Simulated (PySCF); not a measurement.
Compound: C₄H₇N₂ (doublet state).
Structure used (GFN2-xTB), in Å, numbered top down from 1:
```
atom  x, y, z in Å
N1     2.125   -1.071    1.691
C2     1.780   -0.421    0.816
C3     1.312    0.398   -0.273
C4    -0.192    0.668   -0.140
C5    -1.013   -0.625   -0.221
N6    -2.385   -0.540   -0.024
H7     1.870    1.339   -0.260
H8     1.527   -0.116   -1.214
H9    -0.505    1.341   -0.942
H10   -0.389    1.163    0.815
H11   -0.848   -1.141   -1.182
H12   -0.622   -1.342    0.531
H13   -2.666    0.348    0.387
```

The hyperfine couplings belong to this conformer and change with its torsions.

The species is `N#CCCC[NH]` [radical].

Method used: UKS B3LYP, pcH-1 on C H N, non-relativistic, mean-field spin-orbit, GIAO (PySCF). Geometry: GFN2-xTB, one conformer, isolated molecule. The geometry wasn't refined by DFT: couplings that depend on bond lengths, twists or pyramidal angles can differ widely from those at the functional's own minimum. Stability of the SCF solution: not tested.

Principal values of hyperfine tensors in MHz (contact and dipolar terms together), for some of the nuclei:

```
atom  isotope      A1      A2      A3
 H12       1H  207.44  212.36  226.40
 H11       1H  102.01  104.24  120.12
  C5      13C  -42.83  -36.28  -33.73
  N6      14N  -12.45  -11.48  117.84
  C4      13C    0.43    0.84    4.82
  C3      13C   -1.80   -1.47   -0.69
 H10       1H   -4.12   -3.91    5.19
  H9       1H   -4.17   -3.78    5.28
```

Task: Give the isotropic coupling of each nucleus in MHz and in mT (g = 2.0045), and the anisotropic part.

Result: a_iso is a third of the trace, T = A − a_iso, and a(mT) = a(MHz)/(g × 13.996).

```
atom  a_iso (MHz)  a_iso (mT)      T1      T2     T3
 H12       215.40       7.678   -7.96   -3.04  11.00
 H11       108.79       3.878   -6.78   -4.55  11.33
  C5       -37.61      -1.341   -5.22    1.33   3.89
  N6        31.31       1.116  -43.75  -42.79  86.54
  C4         2.03       0.072   -1.60   -1.19   2.79
  C3        -1.32      -0.047   -0.47   -0.15   0.63
 H10        -0.94      -0.034   -3.17   -2.96   6.14
  H9        -0.89      -0.032   -3.28   -2.89   6.17
```

Task: What spin density at the nucleus of C5 lies behind its contact coupling (g_N = 1.40482)?

Result: a_FC = 800.24 MHz bohr³ × g_N × ρ(0)/(2S). With a_FC = -37.61 MHz and 2S = 1, ρ(0) = -0.03346 bohr⁻³.

Task: H13 (1H, g_N = 5.58569) isn't in the table. Its spin density at the nucleus is -0.01327 bohr⁻³. What is its contact coupling?

Result: By the same relation, a_FC = -59.3 MHz. Its full tensor has the principal values -111.91, -68.08, 2.07 MHz.

Task: Which nucleus of the table has the largest anisotropic coupling, and what is its form?

Result: N6: -43.8, -42.8, 86.5 MHz, axial, in the ratio −1:−1:+2, the form that spin in one p orbital centred on that nucleus gives.

Task: What first-order splitting does H11 cause when the field lies along A1, A2 or A3 of its tensor (g taken as isotropic, no quadrupole term)?

Result: 2 lines (I = 1/2), spaced by |A_i|/(g × 13.996): 3.64, 3.72, 4.28 mT along the axes of A1, A2 and A3.
